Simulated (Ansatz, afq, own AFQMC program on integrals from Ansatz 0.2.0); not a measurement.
Integrals from Ansatz 0.2.0, then the random walk in our own AFQMC program (afq).

```yaml
crystal:
  periodic: [false, false, false]
  atoms:
    - {symbol: Al, position_ang: [-0.019990, 0.000000, 0.510660]}
    - {symbol: C, position_ang: [0.039335, -0.000001, -1.043888]}
    - {symbol: H, position_ang: [0.140220, 0.000001, 1.874298]}
    - {symbol: H, position_ang: [-0.036908, 0.796619, -1.552541]}
    - {symbol: H, position_ang: [-0.036908, -0.796620, -1.552541]}
basis:
  gaussian: {orbitals: cc-pVDZ}
magnetization: {spin_polarized: false}
correlation: {method: ccsd_t, electrons: outside_noble_gas, hamiltonian_folder: ham}
```

```sh
$ ansatz run in.yaml --threads 1 --pin off --events-out ev --progress --plain --max-ram 1382MiB
```

afq runs on the folder ham with

```
--method phaseless --trial cisd --walkers 60 --populations 1 --least-time 40 --time-step 0.005 --steps-per-block 50 --equilibration-blocks 28 --max-blocks 300 --target-error 0.00038 --factor-cut 1e-05 --seed 2195 --release-times 0.24,0.51,0.99,1.62,2.4 --release-step 0.03 --release-every 4 --taylor-order 6
```

Times are imaginary, in 1/Eh. The walk had a cap of 656 s.

Output of the walk:

```
orbitals 41  electrons 5 5  factors 331 of 441
reference energy -281.33711401 Eh
CCSD correlation -0.22676935 Eh in 10 cycles, weight of the determinant in the CISD state 0.8920
energy of the start -281.563883 Eh
 block  time / (1/Eh)  mean weight  energy / Eh
     1     0.250  0.9973  -281.561168
     2     0.500  0.9995  -281.562107
     3     0.750  0.9985  -281.563902
     4     1.000  1.0005  -281.563289
     5     1.250  1.0011  -281.564348
     8     2.000  1.0001  -281.568957
    17     4.250  0.9996  -281.569139
    41    10.250  0.9997  -281.581197
    65    16.250  1.0012  -281.567827
    89    22.250  0.9995  -281.587532
   113    28.250  0.9993  -281.567449
   137    34.250  1.0018  -281.566794
   145    36.250  0.9930  -281.602189
   161    40.250  0.9978  -281.566524
   185    46.250  1.0053  -281.569806
   193    48.250  1.0000  -281.565709
   209    52.250  1.0015  -281.571560
   233    58.250  0.9977  -281.582712
   257    64.250  1.0030  -281.576503
   281    70.250  1.0003  -281.576153
   305    76.250  0.9995  -281.577959
   321    80.250  1.0013  -281.579563
blocks merged  error / Eh  count
     1  0.000310  300
     2  0.000361  150
     4  0.000404  75
     8  0.000428  37
    16  0.000492  18
    32  0.000524  9
released: time / (1/Eh)  energy / Eh  error  mean overlap
  0.24  -281.572384  0.000438  1.0051
  0.51  -281.572081  0.000386  1.0124
  0.99  -281.572127  0.000476  1.0076
  1.62  -281.572587  0.000422  1.0029
  2.40  -281.573225  0.000640  0.9702
energy -281.572746 +/- 0.000492 Eh
(rows thinned)
```

The run passed its tests (sampling time, drift between the halves within three errors, error under three times the target), which doesn't prove that it has relaxed.

Against this walk (error 13.4 meV) on the same determinant: CCSD(T) 53.4 meV higher, CCSDT(Q) 17.1 meV higher (within the noise). The error is statistical and leaves out the bias of the constraint. The released energies are still falling (meV from the phaseless value at times in 1/Eh: 10 ± 12 at 0.24, 18 ± 11 at 0.51, 17 ± 13 at 0.99, 4 ± 11 at 1.62, -13 ± 17 at 2.40), so they give no level.

Cautions: constraint bias not in the error; error above the target (13.4 against 10.3 meV).

The walk took 2.8 min on 1 thread of Intel(R) Xeon(R) 6975P-C (Granite Rapids), on a shared host. The log's last line is the phaseless energy.

CCSDT and higher add their correlation energy to the determinant of the CCSD(T) run, since their own runs factorise the integrals more tightly (a shift of under 2 meV). A walk keeps the symmetry of its determinant, which the program's search chose and which needn't be the lowest solution, so a lower state of the same spin and another symmetry isn't excluded.
